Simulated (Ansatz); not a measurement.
# C4H8FN: the cost of one run

Method: RKS B3LYP-D4/def2-SVP, in Ansatz 0.2.0.

## (1) Starting point

Bond lengths: C1–C2 1.519 Å, C2–C3 1.522 Å, C3–N4 1.436 Å, C3–C5 1.325 Å, C5–F6 1.369 Å, C1–H7 1.127 Å, C1–H8 1.032 Å, C1–H9 1.137 Å, C2–H10 1.073 Å, C2–H11 1.095 Å, N4–H12 0.983 Å, N4–H13 1.033 Å, C5–H14 1.053 Å. Angles (14 of 21 angles, heavy atoms first): C1–C2–C3 113.9°, C2–C3–N4 115.0°, C2–C3–C5 120.8°, N4–C3–C5 123.7°, C3–C5–F6 120.8°, C1–C2–H10 108.6°, C1–C2–H11 106.2°, C3–C2–H10 110.2°, C3–C2–H11 110.4°, C2–C1–H7 107.5°, C2–C1–H8 111.5°, C2–C1–H9 112.0°, C3–N4–H12 117.3°, C3–N4–H13 109.2°.

Structure file:

```xyz
14

C    -0.5429   -1.5484    0.8477
C     0.3135   -0.8763   -0.2119
C     0.1156    0.6305   -0.3013
N     0.6898    1.3841    0.7780
C    -0.4102    1.1824   -1.3845
F    -0.5540    2.5405   -1.4803
H    -1.6183   -1.2948    0.6243
H    -0.4166   -2.5726    0.8413
H    -0.3634   -1.1094    1.8815
H     0.1083   -1.3343   -1.1601
H     1.3530   -1.1102    0.0411
H     1.4679    0.9954    1.2354
H     0.6667    2.3894    0.5397
H    -0.8223    0.6944   -2.2220
```

## (2) Relaxing end A

Contents of input.yaml:

```yaml
crystal:
  periodic: [false, false, false]
  atoms:
    - { symbol: C, position_ang: [-0.5429, -1.5484, 0.8477] }
    - { symbol: C, position_ang: [0.3135, -0.8763, -0.2119] }
    - { symbol: C, position_ang: [0.1156, 0.6305, -0.3013] }
    - { symbol: "N", position_ang: [0.6898, 1.3841, 0.778] }
    - { symbol: C, position_ang: [-0.4102, 1.1824, -1.3845] }
    - { symbol: F, position_ang: [-0.554, 2.5405, -1.4803] }
    - { symbol: H, position_ang: [-1.6183, -1.2948, 0.6243] }
    - { symbol: H, position_ang: [-0.4166, -2.5726, 0.8413] }
    - { symbol: H, position_ang: [-0.3634, -1.1094, 1.8815] }
    - { symbol: H, position_ang: [0.1083, -1.3343, -1.1601] }
    - { symbol: H, position_ang: [1.353, -1.1102, 0.0411] }
    - { symbol: H, position_ang: [1.4679, 0.9954, 1.2354] }
    - { symbol: H, position_ang: [0.6667, 2.3894, 0.5397] }
    - { symbol: H, position_ang: [-0.8223, 0.6944, -2.222] }
basis:
  gaussian: { orbitals: def2-SVP }
hamiltonian:
  xc: b3lyp
  dispersion: d4
relax:
  f_tol: 0.02
  max_steps: 50
```

Launch:

```sh
> ansatz run input.yaml --threads 2 --pin off --max-ram 3072MiB --backend cpu --events-out ev --progress --plain --runs-dir out
```

Q: Estimate wall time and peak memory on 2 threads of Arm Neoverse V1, shared host.

About 33 s, with a peak of 0.3 GiB.
